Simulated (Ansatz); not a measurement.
**Platinum, fcc: convergence with Gaussian smearing**

Computed with Ansatz, PBE, scalar-relativistic PAW, on the relaxed cell (a = 3.972 Å; spin not included). Errors count from a run at 420 eV on a Γ-centred 22×22×22 mesh with Fermi-Dirac smearing of 0.1 eV, extrapolated to zero width. Fixed here: cutoff 420 eV, mesh 14×14×14. The SCF starts from atomic densities corrected by a trained network.

```tsv
width (eV)	E(σ→0) error (meV/atom)	F error (meV/atom)	P (GPa)	SCF iterations
0.01	-3.2	-3.3	-0.51	6
0.1	-3.6	-8.0	-0.43	6
0.2	-3.7	-21.5	-0.17	6
0.3	-6.1	-42.9	0.14	6
0.6	-22.3	-139.2	1.24	6
1.0	-58.9	-324.7	2.98	6
```

Task: What does the run at 0.03 give (width)?

Result: E(σ→0) error (meV/atom): -3.4; F error (meV/atom): -3.9; P (GPa): -0.51; SCF iterations: 6.
